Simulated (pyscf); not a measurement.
:HSi–AsH₂ (SMILES [SiH][AsH2]) [singlet] + H₂O (SMILES O) -> HO–SiH=AsH (SMILES O[SiH]=[AsH]) + H₂ (SMILES [H][H]), a concerted two-bond exchange (singlet surface; As–H, H–O broken, O–Si, H–H formed). Single points on ωB97X-D3(BJ)/def2-SVP structures (PySCF, gas phase). Energies in kcal/mol from the separated reactants.

AM1 to PM7: differences of heats of formation from MOPAC, which are fitted to 298 K values and so differ in kind from electronic energies by zero-point and thermal terms. 

**Question.** Quick PM7 single points give ΔE‡ = -11.7 kcal/mol and ΔE = -75.9 kcal/mol. What does ωB97M-D3(BJ)/def2-TZVP give, and how far is the quick result from it?

**Answer.** ωB97M-D3(BJ)/def2-TZVP gives ΔE‡ = 15.3 kcal/mol and ΔE = -35.1 kcal/mol. PM7 lies 27.1 kcal/mol under it in the barrier and 40.8 kcal/mol under it in the reaction energy, so on this step it does not hold to within 3.0 kcal/mol. At PM7 this geometry lies under one side, so its ΔE‡ may be no barrier of that level. ωB97M-D3(BJ)/def2-TZVP has limits of its own. On the reactant side the descent ends in an adduct with a O–Si contact, 17.0 kcal/mol under the separated species and 31.7 kcal/mol under the saddle at ωB97X-D3(BJ)/def2-TZVP. What is counted as formed (O–Si) is already present as a longer contact in the reactant adduct; forming that adduct is a step of its own. The same reactants have a lower exit, to HO–Si:–AsH₂ [singlet] + H₂ (barrier +6.5 kcal/mol at ωB97M-D3(BJ)/def2-TZVP, against +15.3 kcal/mol here). :HSi–AsH₂ [singlet] lies 16.8 kcal/mol over its isomer H₂Si=AsH (electronic energy, ωB97M-D3(BJ)/def2-TZVP). This is the saddle that the search found; another between the same sides may lie lower. In the def2 sets elements up to Kr have no core potential.
